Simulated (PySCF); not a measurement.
## Ionisation energy of He by level of theory

He 1s2 (1S) → He⁺ 1s1 (2S), as a difference of total energies. Computed with PySCF 2.14 in Sapporo-DZP-2012 (2s1p, 5 functions), with the spin-free X2C one-electron Hamiltonian (Gaussian nucleus). Correlated levels: valence: nothing frozen. The calculations carry no spin-orbit coupling.

| method | ionisation energy (eV) | error (eV) |
| --- | --- | --- |
| UHF | 23.443 | -1.144 |
| BP86 | 24.782 | +0.195 |
| PBE | 24.382 | -0.205 |
| MP2 (valence) | 24.185 | -0.402 |
| SCS-MP2 (valence) | 24.333 | -0.254 |
| CCSD (valence) | 24.380 | -0.207 |

Reference: 24.587 eV (measured; NIST Atomic Spectra Database, ionization energies).

Errors of the correlated levels include the incompleteness of this basis.

With two correlated electrons CCSD is exact in that space.
